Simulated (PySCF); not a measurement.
**input.py for SiN**

The script input.py:

```python
from pyscf import gto, scf

mol = gto.M(
    atom='Si 0 0 0; N 0 0 1.434',
    basis='cc-pvdz',
    charge=0,
    spin=1,
    verbose=3,
)
mf = scf.ROHF(mol)
mf.kernel()
mf.analyze()
print('orbital energies (hartree):', mf.mo_energy[..., max(0, mol.nelec[1]-3):mol.nelec[0]+3].round(4))
```

```bash
$ OMP_NUM_THREADS=1 python input.py
```

The log (some set-up lines and the per-cycle HOMO/LUMO lines with their warnings removed):

```
converged SCF energy = -343.236082258391
**** MO energy ****
                Roothaan           | alpha              | beta
MO #1   energy= -68.7965672078538  | -68.7976242129164  | -68.7955102027914  occ= 2
MO #2   energy= -15.5696783073918  | -15.5835675496017  | -15.5557890653281  occ= 2
MO #3   energy= -6.15342982416516  | -6.15493041285511  | -6.15192923540524  occ= 2
MO #4   energy= -4.25836856997677  | -4.2639500200119   | -4.25278711975838  occ= 2
MO #5   energy= -4.25238771553535  | -4.25300343974942  | -4.25177199132126  occ= 2
MO #6   energy= -4.25238771553534  | -4.2530034397494   | -4.25177199132125  occ= 2
MO #7   energy= -1.07774897550444  | -1.12833465801899  | -1.0271633778092   occ= 2
MO #8   energy= -0.46880927847156  | -0.490804968214996 | -0.44681135655329  occ= 2
MO #9   energy= -0.437122926037122 | -0.451039531150814 | -0.423206320923429 occ= 2
MO #10  energy= -0.437122926037121 | -0.451039531150816 | -0.42320632092343  occ= 2
MO #11  energy= -0.241382790538502 | -0.572946986434779 | 0.0901795832648631 occ= 1
MO #12  energy= 0.0890782936954107 | 0.0831064881540396 | 0.0950500992367871 occ= 0
MO #13  energy= 0.0890782936954141 | 0.0831064881540401 | 0.0950500992367873 occ= 0
MO #14  energy= 0.198819594540407  | 0.193988984630203  | 0.203650216192183  occ= 0
[18 lines left out]
 ** Mulliken atomic charges  **
charge of    0Si =      0.49004
charge of    1N =     -0.49004
Dipole moment(X, Y, Z, Debye):  0.00000, -0.00000, -1.64189
orbital energies (hartree): [-0.4688 -0.4371 -0.4371 -0.2414  0.0891  0.0891  0.1988]
```

In short: E(SCF) = -343.236082 Eh, μz(SCF) = -1.64 D.

It ran on Arm Neoverse N1 (1 thread, shared host) in 1.3 s, peak memory 0.12 GiB.

The bond length is a typed value, not an optimised one. No search for the lowest solution was made.
